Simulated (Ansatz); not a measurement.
A single point on C3H4F2O, SMILES `CO/C(F)=C/F`.

```yaml
crystal:
  periodic: [false, false, false]
  atoms:
    - {symbol: C, position_ang: [-0.117204, -1.585313, -0.268698]}
    - {symbol: O, position_ang: [-0.353469, -0.272103, -0.776755]}
    - {symbol: C, position_ang: [-0.309686, 0.695945, 0.131189]}
    - {symbol: F, position_ang: [-1.210299, 0.590935, 1.108800]}
    - {symbol: C, position_ang: [0.521904, 1.723953, 0.062120]}
    - {symbol: F, position_ang: [0.454383, 2.734501, 0.931672]}
    - {symbol: H, position_ang: [-0.160235, -2.253496, -1.125908]}
    - {symbol: H, position_ang: [-0.883458, -1.866366, 0.455921]}
    - {symbol: H, position_ang: [0.871773, -1.637896, 0.195663]}
    - {symbol: H, position_ang: [1.269490, 1.818641, -0.711105]}
basis:
  gaussian: {orbitals: def2-QZVPP}
correlation: {method: mp2}
```

```sh
$ ansatz run in.yaml --threads 4 --pin off --events-out ev --progress --plain --max-ram 10444MiB
```

Shortened log:

```
Functional definition: HF
2847 factors; integrals over basis functions are off by at most 8.1e-4 eV
mean field evaluation 1: about -10604.0216 eV, gradient 3.6e1 eV
mean field evaluation 2: about -10604.1986 eV, gradient 3.6e1 eV
mean field evaluation 4: about -10606.9205 eV, gradient 4.7e0 eV
mean field evaluation 8: about -10606.9743 eV, gradient 2.6e-1 eV
mean field -10606.97462738 eV, -389.7991278906 hartree, gradient 9.8e-7 eV, S^2 0.000000; 0 other end points of the search recorded, 0 dependent functions left out
6 core orbitals not correlated: weight in the atoms' cores, before any rotation towards them, 1.000 or more for the frozen orbitals, at most 0.000 for the correlated occupied ones
reference -10606.97462738 eV, -389.7991278906 hartree; 18, 18 occupied and 438, 438 virtual orbitals, 2847 factors
second order -35.64084146 eV of doubles, -0.00000000 eV of singles
Total energy: -10642.61546884 eV, -391.1089046559 hartree
```

Run time 20 s (4 threads of an Arm Neoverse V1 on a shared host); peak host memory 2.7 GiB.
